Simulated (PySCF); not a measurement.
C3H3 (charge +1).
Geometry (PBE0-D3(BJ)/def2-SVP, Å), atoms numbered from 1 in this order:
```xyz
6
C3H3 angstrom
C      1.4316    0.1770    0.4324
C      0.2580    0.0291    0.0760
C     -1.0216   -0.1337   -0.3152
H      2.4654    0.3019    0.7445
H     -1.3961   -1.1262   -0.6116
H     -1.7138    0.7226   -0.3442
```

Level: PBE0/pcSseg-1 and CAM-B3LYP/def2-SVPD in PySCF, non-relativistic, on one gas-phase PBE0-D3(BJ)/def2-SVP geometry that isn't relaxed in the solvent. The solvent is an IEF-PCM continuum (cavity from Bondi-type radii × 1.2). Specific hydrogen bonds and non-electrostatic terms are outside this model.

Gas phase at PBE0/pcSseg-1: HOMO -15.43 eV, LUMO -11.11 eV.

Problem. What does the continuum do to the energy and the frontier levels at PBE0/pcSseg-1 in cyclohexane and water?

Solution. 
```csv
solvent,ε,E(solvent) − E(gas) (kcal/mol),polarisation term (kcal/mol),distortion of the solute (kcal/mol),HOMO (eV),LUMO (eV)
cyclohexane,2.017,-32.77,-32.80,0.03,-12.71,-8.36
water,78.36,-64.17,-64.36,0.19,-10.14,-5.76
```

Polarisation term: ½ Σ q·V over the induced surface charges. Distortion: the rise of the solute's own energy as its density leaves the gas-phase optimum. From cyclohexane to water the lowering changes by a factor 1.96, Born's factor 1 − 1/ε by 1.96 and ε itself by 38.9.

Problem. Which radius a makes Born's formula ΔE = −(q²/2a)(1 − 1/ε) give the value in water?

Solution. a = q²(1 − 1/ε)/(2|ΔE|) = 2.55 Å, with q = +1 e and |ΔE| = 0.1023 Eh; the farthest nucleus lies 2.59 Å from the centroid of the nuclei. The formula assumes a point charge at the centre of a sphere.

Problem. Which Mulliken charges (PBE0/pcSseg-1) respond most in cyclohexane (means over atoms taken as equivalent)?

Solution. 
```csv
atoms,environment,gas (e),solvent (e),change
C3,carbon bonded to C and 2 H,+0.115,+0.127,+0.012
C1,carbon bonded to C and H,-0.006,-0.016,-0.010
H4,alkyne hydrogen,+0.182,+0.179,-0.003
H5/H6,hydrogen on carbon,+0.268,+0.268,0.000
C2,carbon bonded to 2 C,+0.174,+0.174,0.000
```

Gas phase at CAM-B3LYP/def2-SVPD: HOMO -16.80 eV, LUMO -9.91 eV.

Problem. What does the continuum do to the energy and the frontier levels at CAM-B3LYP/def2-SVPD in cyclohexane?

Solution. 
```
    solvent      ε  E(solvent) − E(gas) (kcal/mol)  polarisation term (kcal/mol)  distortion of the solute (kcal/mol)  HOMO (eV)  LUMO (eV)
cyclohexane  2.017                          -32.73                        -32.77                                 0.04     -14.08      -7.16
```

Problem. How does the static polarisability (CAM-B3LYP/def2-SVPD, frozen core, with the continuum's full static response) change?

Solution. 
```json
{"medium": "gas", "isotropic (au)": "30.4", "principal values (au)": "17.9, 20.7, 52.7", "⟨r²⟩ of the electrons (bohr²)": "145.2"}
{"medium": "cyclohexane", "isotropic (au)": "34.1", "principal values (au)": "19.3, 22.6, 60.4", "⟨r²⟩ of the electrons (bohr²)": "145.2"}
```

The isotropic value in cyclohexane is 1.12 times the gas-phase one; no cavity-field correction is applied. ⟨r²⟩ is taken about the centre of nuclear charge.
